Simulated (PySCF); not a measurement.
## Rotational lines of CO

Lines J+1 ← J of the vibrational ground state, computed from PBE0 constants of CO, ¹Σ⁺ (singlet), closed shell (PySCF, no relativity, basis sets C def2-TZVP, O def2-TZVP; masses 12.0000 and 15.9949 u), in MHz:

| J | ν (MHz) |
| --- | --- |
| 0 | 116325 |
| 1 | 232645 |
| 2 | 348957 |
| 3 | 465257 |
| 4 | 581539 |

Task: Find B0 and the effective bond length r0; with αe = 0.0164 cm⁻¹, find Re.

Result: ν = 2B0(J+1) − 4D(J+1)³ gives B0 = 1.9401 cm⁻¹. With the reduced mass μred = 6.8562 u, r0 = √(16.8576/(μred·B0)) (u, cm⁻¹, Å) = 1.1258 Å. Be = B0 + αe/2 = 1.9483 cm⁻¹ gives Re = 1.123 Å.
